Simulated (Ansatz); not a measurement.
A calculation with Ansatz (development build ahead of 0.2.0).

```yaml
crystal:
  periodic: [false, false, false]
  atoms:
    - { symbol: S, position_ang: [0.00718, 0.00461, -0.07444] }
    - { symbol: H, position_ang: [0.00281, 0.00367, 1.28321] }
basis:
  gaussian: { orbitals: STO-3G }
magnetization:
  spin_polarized: true
  initial_magnetization: 1
hamiltonian:
  xc: hf
correlation:
  method: mp2
  frozen_orbitals: { H: 0, S: 5 }
```

The input is written out in the form of the current development build from the run's settings.

Output:

```json
{
 "Converged": "yes",
 "Reference energy": "-393.71001 hartree",
 "Correlation energy": "-0.01452 hartree",
 "Total energy": "-393.72452 hartree",
 "Spin squared of the determinant": "0.753"
}
```
